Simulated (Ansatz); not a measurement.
Geometry optimisation, RKS PBE-D4/def2-SVP in Ansatz.

Input:

```yaml
crystal:
  periodic: [false, false, false]
  atoms:
    - { symbol: Si, position_ang: [0.0, 0.0, 0.0] }
    - { symbol: O, position_ang: [0.0, 0.0, 2.03] }
    - { symbol: H, position_ang: [-0.9095, -0.2814, 2.3671] }
    - { symbol: H, position_ang: [1.3768, 0.0, -0.4862] }
    - { symbol: H, position_ang: [-0.6877, 1.1914, -0.4862] }
    - { symbol: H, position_ang: [-0.6877, -1.1914, -0.4862] }
    - { symbol: Cl, position_ang: [1.2683, -1.9259, 0.7662] }
    - { symbol: H, position_ang: [0.6739, -1.0233, 1.8701] }
basis:
  gaussian: { orbitals: def2-SVP }
hamiltonian:
  xc: pbe
  dispersion: d4
relax:
  f_tol: 0.15
  max_steps: 25
  restrain:
    - { distance: [0, 6], at: 2.13, k: 30.0 }
    - { distance: [7, 1], at: 1.01, k: 30.0 }
    - { distance: [0, 1], at: 2.88, k: 30.0 }
    - { distance: [7, 6], at: 2.57, k: 30.0 }
output:
  orbitals: {}
```

Launched with:

```bash
$ ansatz run input.yaml --threads 1 --pin off --max-ram 2048MiB --backend cpu --events-out ev --progress --plain --runs-dir out
```

Problem. Where does it end, and by what steps?

Solution. It converged. The restraints hold the end off the free minimum. After 15 steps the energy has fallen by 1.737 eV (the restraints' own energy left out); H4 moved furthest, 1.38 Å. Parted: Si1–O2 (2.03 → 2.88 Å).

```
step  energy less start (eV)  largest force component (eV/Å)  accepted
   0                  0.0000                           2.214       yes
   1                  0.2565                           1.896       yes
   2                  0.5116                           2.102       yes
   3                  0.3972                           1.378       yes
   4                 -0.1827                           1.139       yes
   5                 -0.7393                           0.843       yes
   6                 -1.1260                           0.909       yes
   7                 -1.3502                           0.619       yes
   8                 -1.4155                           0.744       yes
   9                 -1.4940                           0.775       yes
  10                 -1.5693                           0.925       yes
  11                 -1.6679                           0.673       yes
  12                 -1.7203                           0.512       yes
  13                 -1.7187                           1.088        no
  14                 -1.7289                           0.558       yes
  15                 -1.7371                           0.486       yes
```

```xyz
8
Properties=species:S:1:pos:R:3
Si 0.418 -0.259 -0.377
O -0.602 -0.091 2.314
H -1.236 -0.829 2.402
H 0.974 -0.284 -1.776
H 0.512 1.131 0.164
H -0.976 -0.805 -0.418
Cl 1.688 -1.572 0.705
H 0.256 -0.522 2.560
```

The run took 53 s on 1 thread of Arm Neoverse N1 (shared host), peak memory 0.14 GiB.
